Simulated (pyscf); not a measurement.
This saddle point was located with ωB97X-D3(BJ)/def2-SVP in PySCF.

```xyz
10

Si    -1.1446    -0.7807    -0.1351
Si     0.1732     0.9402    -0.9664
H     -1.1776    -0.8913     1.6049
H     -2.4031    -1.2627    -0.7448
H     -0.3183    -2.0236     0.0685
H      0.7295     1.6631     0.2084
H      1.3040     0.3779    -1.7669
H     -0.6663     1.8206    -1.8163
Cl    -2.4885     1.2208     0.7243
H     -1.6480    -0.1541     1.5145
```

Surface: singlet, charge 0. Lowest wavenumbers (cm⁻¹): 853i, 130, 201, 207, 348.

Question: Which two sides does it connect, and which bonds change?

Answer: H₃Si–SiH₃ + HCl ⇌ H₃Si–SiH₂–Cl + H₂, a four-centre exchange read from left to right: H–Si, Cl–H broken and Cl–Si, H–H formed. At ωB97M-D3(BJ)/def2-TZVP it lies +1.49 eV from the left side and +2.21 eV from the right (each side as separated species at their lowest minima found). One saddle was located; it need not be the lowest between these sides.
